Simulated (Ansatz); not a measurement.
Ideal-gas functions of C2H4N2O, SMILES `N=CC(N)=O` at 500 K and 1 bar, from an Ansatz frequency run at PBE0-D4/def2-TZVP.

Molar mass 72.07 g/mol, point group Cs (symmetry number 1), electronic degeneracy 1, moments of inertia 47.846, 112.255, 160.101 u Å². Harmonic wavenumbers (cm⁻¹, unscaled): 122, 296, 347, 509, 531, 593, 651, 875, 895, 1090, 1131, 1189, 1363, 1427, 1600, 1736, 1811, 3095, 3495, 3605, 3749.

Use S(trans) = R[1.5 ln M + 2.5 ln T − 1.1517]; rotational temperatures θ = 24.2544 K / I; S(rot) = R[ln(√π/σ · √(T³/θAθBθC)) + 1.5]; for each mode x = 1.438777 ν̃/T, S = R[x/(eˣ − 1) − ln(1 − e⁻ˣ)] and H = RT x/(eˣ − 1); 1 cm⁻¹ = 0.0119627 kJ/mol; R = 8.31446 J/(mol·K).

Task: By hand: the entropy, in J/(mol·K).

Result: Translation 173.0. Rotation: θ = 0.5069, 0.2161, 0.1515 K, giving 111.8. Vibration, mode by mode: 17.06, 9.90, 8.66, 5.85, 5.55, 4.81, 4.21, 2.54, 2.42, 1.55, 1.41, 1.24, 0.82, 0.71, 0.47, 0.34, 0.28, 0.01, 0.00, 0.00, 0.00, in all 67.9. Electronic 0.0. Sum 352.7 J/(mol·K).

Task: By hand: H − E and G − E in kJ/mol, counted from the electronic energy.

Result: Zero-point energy ½ × 30110 × 0.0119627 = 180.1; thermal vibration 19.6; translation, rotation and pV give 4 RT = 16.6. H − E = 216.3 kJ/mol, and G − E = 216.3 − 500 × 352.7/1000 = 40.0 kJ/mol.

Vibration gives 19 % of the entropy, 17.1 J/(mol·K) of it from the mode under 150 cm⁻¹: soft modes count most, and the harmonic formula is weakest for them. The sum counts one conformer and one mirror image; others add a mixing term.
